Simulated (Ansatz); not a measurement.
# AlNaH2 (singlet): the correlation ladder at scale of all distances = 1.107, cc-pVDZ

Aim: climb from Hartree-Fock through coupled cluster and multireference methods for AlNaH2 (singlet) at one geometry and basis, and see what each rung misses.

Program: Ansatz 0.2.0, Gaussian basis. Level of theory: cc-pVDZ, core rule «outside noble gas», up to 10 orbitals frozen. These are calculated values, not measurements.

To be run: UHF; CCSD(T) on RHF; BCCD(T) on RHF; CISD; CCSDT(Q) on RHF; CASSCF and MRCISD+Q, 2 electrons in 2 orbitals; CASSCF and NEVPT2, 2 electrons in 2 orbitals; Full CI.

38 further runs of the same task are left out: 24 for a known fault of the program, 12 that didn't finish, 2 set aside as unsound or not needed.

## 1. What is computed

The geometry derives from a PBE0/def2-TZVP stationary point (not a proven minimum). All distances are scaled together.

4 atoms, charge 0, spin multiplicity 1.

Atoms are counted from 1 here; the program's logs count them from 0.

Bond lengths: Al1–H3 1.792 Å, Al1–H4 1.792 Å. Angles: H3–Al1–H4 108.1°.

## 2. UHF

Input file in.yaml:

```yaml
crystal:
  periodic: [false, false, false]
  atoms:
    - {symbol: Al, position_ang: [0.000000, 0.000000, 1.380336]}
    - {symbol: Na, position_ang: [0.000000, 0.000000, -1.833231]}
    - {symbol: H, position_ang: [0.000000, 1.450695, 2.431673]}
    - {symbol: H, position_ang: [0.000000, -1.450695, 2.431673]}
basis:
  gaussian: {orbitals: cc-pVDZ}
magnetization: {spin_polarized: true, initial_magnetization: 0}
hamiltonian: {xc: hf}
output: {orbitals: {seedname: orbitals}}
```

Launch:

```bash
> ansatz run in.yaml --threads 1 --pin off --events-out ev --progress --plain --max-ram 2393MiB
```

After this run come: CCSD(T) on RHF; BCCD(T) on RHF; CISD; CCSDT(Q) on RHF; CASSCF and MRCISD+Q, 2 electrons in 2 orbitals; CASSCF and NEVPT2, 2 electrons in 2 orbitals; Full CI.

Before running them: what should the planned runs give, taken together? Wanted: FCI below the RHF energy; RMP2 from FCI; RCCSD from FCI; RCCSD(T) from FCI; RCCSDT(Q) from FCI; NEVPT2 pair from FCI; MRCISD+Q pair from FCI; T1 diagnostic; effectively unpaired electrons.

The runs gave:

```
                         quantity                                                value
         FCI below the RHF energy                                           -2.9056 eV
                    RMP2 from FCI                                           +795.5 meV
                   RCCSD from FCI                                            +82.5 meV
                RCCSD(T) from FCI                                            +22.5 meV
               RCCSDT(Q) from FCI                                             +0.7 meV
             NEVPT2 pair from FCI                                           +769.6 meV
           MRCISD+Q pair from FCI                                            -32.4 meV
levels within 1 kcal/mol (43 meV)  RCCSD(T), BCCD(T), RCCSDT, RCCSDT(Q), MRCISD+Q pair
                    T1 diagnostic                                                0.014
   effectively unpaired electrons                                                 0.10
```

In words: RCCSD(T) lands +22.5 meV from the yardstick (0.8 % of the correlation energy). MRCISD+Q pair falls below full CI: the +Q correction isn't variational, and the cores differ from full CI's. One determinant dominates. Of the multireference levels listed MRCISD+Q pair comes nearest in total energy (-32.4 meV), which doesn't show that its space is the better one. These misses are within one basis, not against nature.
